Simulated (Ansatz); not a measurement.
# A ladder of methods for SiH2F2 (SMILES F[SiH2]F)

SiH2F2: 5 atoms, total charge 0, spin state singlet. As SMILES, `F[SiH2]F`. The coordinates come from a PBE0-D4/def2-TZVP relaxation.

```xyz
5

F    -1.0790    0.5382    0.9807
Si   -0.0052   -0.0005   -0.0541
F     1.2476   -0.5206    0.7669
H    -0.5905   -1.1387   -0.7863
H     0.4271    1.1217   -0.9073
```

Quantity: the energy change with the F1–Si2 bond stretched from 1.586 to 1.982 Å, in eV. The values are calculated.

```tsv
level	kind	program	value (eV)	less FCI/STO-3G	CPU time (all runs)
HF/STO-3G (restricted)	Hartree–Fock	Ansatz	1.76	+0.67	0.2 s
SVWN5/STO-3G (restricted)	LDA	Ansatz	1.19	+0.10	1.4 s
PBE/STO-3G (restricted)	GGA	Ansatz	0.99	-0.10	2.2 s
r2SCAN/STO-3G (restricted)	meta-GGA	Ansatz	1.15	+0.06	5.2 s
wB97X/STO-3G (restricted)	range-separated hybrid	Ansatz	1.26	+0.17	9.7 s
B2PLYP/STO-3G (restricted)	double hybrid	Ansatz	1.28	+0.19	2.9 s
RPA@PBE/STO-3G (restricted)	RPA	Ansatz	0.88	-0.21	3.3 s
MP2/STO-3G (restricted)	perturbation theory	Ansatz	1.41	+0.32	0.25 s
CCSDT/STO-3G (restricted)	coupled cluster or CI	Ansatz	1.10	+0.01	0.97 s
FCI/STO-3G	exact in the basis	Ansatz	1.09	0.00	3.9 s
```

FCI/STO-3G is exact within its basis and frozen core, so for wave-function methods in that basis the difference is their error; functionals converge differently with the basis, so for them it is only a difference. The first shape isn't each level's own minimum. The values span 0.88 to 1.76 eV. All rows use very small basis sets, so even the best lies far from the true value. CPU times are rough (shared hosts, several kinds of processor): they show what a rung costs within a factor of a few.
